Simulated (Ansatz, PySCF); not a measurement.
This Ansatz (a quantum-chemistry and plane-wave program) input computes a CCSD(T)/cc-pVDZ energy:

Ansatz 0.2 input:
```yaml
crystal:
  periodic: [false, false, false]
  atoms:
    - {symbol: C, position_ang: [0.11017686, -0.00298019, 1.00069413]}
    - {symbol: C, position_ang: [0.00657930, -0.64353847, -0.44488908]}
    - {symbol: C, position_ang: [-0.02122354, 0.64794511, -0.43798179]}
    - {symbol: H, position_ang: [-0.92943803, -0.02760792, 1.42083811]}
    - {symbol: H, position_ang: [0.21074686, -1.50598837, -1.07199433]}
    - {symbol: H, position_ang: [0.14549544, 1.52503758, -1.05578336]}
basis:
  gaussian:
    orbitals: cc-pVDZ
total_charge: -1
magnetization: {spin_polarized: false}
correlation: {method: ccsd_t, electrons: outside_noble_gas}
```

Question: Write an input for the same energy in PySCF and say what it gives.

Answer: 
```python
from pyscf import gto, scf, mp, cc as ccmod

mol = gto.M(
    atom='''
    C     0.11017686   -0.00298019    1.00069413
    C     0.00657930   -0.64353847   -0.44488908
    C    -0.02122354    0.64794511   -0.43798179
    H    -0.92943803   -0.02760792    1.42083811
    H     0.21074686   -1.50598837   -1.07199433
    H     0.14549544    1.52503758   -1.05578336
    ''',
    basis='cc-pvdz',
    charge=-1,
    spin=0,
    verbose=4,
)

mf = scf.RHF(mol)
mf.conv_tol = 1e-10
mf.max_cycle = 100
mf.kernel()
mp2 = mp.MP2(mf, frozen=3).run()
cc = ccmod.CCSD(mf, frozen=3)
cc.max_cycle = 100
cc.kernel()
et = cc.ccsd_t()
print(f'E(CCSD(T)) = {cc.e_tot + et:.9f}')
```
It gives -115.57172 Eh, and Ansatz -115.57172 Eh, a difference of 0.00 mEh.

It need not be the lowest isomer of its formula. Whether it binds its extra electron was not tested at this geometry.
